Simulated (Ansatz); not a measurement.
Mulliken charges of C$_{2}$H$_{3}$FO$_{2}$ (`FC1OCO1`) from r2SCAN/def2-TZVPP in Ansatz (PBE0-D4/def2-TZVP geometry).

| atom | x (Å) | y (Å) | z (Å) | charge (e) |
| --- | --- | --- | --- | --- |
| F1 | -1.554 | 1.021 | 0.708 | -0.190 |
| C2 | -0.332 | 0.848 | 0.159 | 0.427 |
| O3 | -0.368 | 0.014 | -0.955 | -0.343 |
| C4 | 0.435 | -0.891 | -0.209 | 0.304 |
| O5 | 0.465 | -0.012 | 0.908 | -0.343 |
| H6 | 0.087 | 1.844 | -0.015 | 0.040 |
| H7 | 1.424 | -1.039 | -0.653 | 0.052 |
| H8 | -0.064 | -1.842 | 0.001 | 0.053 |

By hand: the dipole of these point charges (1 e Å = 4.8032 D).

Σ q r = (0.327, -0.181, -0.149) e Å, of length 0.402 e Å = 1.93 D.

How does the dipole of the full density compare? (Best estimate.)

Computed: (0.321, -0.136, -0.145) e Å, 1.81 D; the point charges give 1.07 times that, at 6° from its direction.

Point charges leave out the atoms' own dipoles, such as those of lone pairs, and Mulliken's split depends on the basis, so the close match here is no proof of good charges.
